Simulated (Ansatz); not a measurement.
H3NSSi, SMILES N[Si]S, a relaxed scan of one distance

Program: Ansatz 0.2.0, Python API.

The script reads `h3nssi.xyz`:
```text
6

N    -1.13300    0.03540   -0.75670
Si   -0.29590   -0.97440    0.22900
S     1.36290    0.22130    0.75750
H    -1.31540    0.94570   -0.25670
H    -0.58880    0.38130   -1.55790
H     2.01240   -0.67320    1.53860
```

Run as a notebook:

```python
import ansatz as az
import numpy as np
```

```python
mol = az.Crystal.molecule_from_extxyz('h3nssi.xyz')
```

```python
model = (
    mol.calculation()
    .basis(gaussian='def2-SVP')
    .functional('pbe', dispersion='d4')
)
symbols = [site.symbol for site in mol.cartesian_sites]
pairs = [(0, 1), (0, 3), (0, 4), (1, 2), (2, 5)]
print('held (A)   E (eV)        ', '  '.join(f'{symbols[i]}{i}-{symbols[j]}{j}' for i, j in pairs))
for length in [0.97, 1.05, 1.14, 1.27, 1.42]:
    summary = model.relax(constraints=[az.DistanceConstraint((0, 3), at=length)], force_tolerance=0.02, max_steps=60).run().report
    xyz = np.array(summary['positions_ang'])
    print(f'{length:6.2f} {summary["free_energy_ev"]:14.5f}  ', '  '.join(f'{np.linalg.norm(xyz[i] - xyz[j]):.3f}' for i, j in pairs))
```

    held (A)   E (eV)         N0-Si1  N0-H3  N0-H4  Si1-S2  S2-H5
    DeckWarning: relax.constraints: the input's atoms, or those drawn, lie off the distances that are held; a relaxation that starts there is brought onto them ahead of its first SCF, by positions alone, [...]
      0.97   -20235.18663   1.738  0.970  1.023  2.194  1.361
      1.05   -20235.24793   1.737  1.050  1.023  2.194  1.361
      1.14   -20235.04348   1.734  1.140  1.024  2.192  1.361
      1.27   -20234.49673   1.729  1.270  1.025  2.190  1.362
      1.42   -20233.75869   1.720  1.420  1.025  2.185  1.362

What to keep in mind:
- Total energies depend on the basis set; only differences at equal settings carry meaning.
- Warnings are shown shortened and without file and line.
- The energies are electronic: no zero-point or thermal terms, and the basis set is short of its limit.
- Finished in 36 s on 1 thread of AMD EPYC 9R45 (Zen 5), with other jobs on the host, peak memory 0.22 GiB.
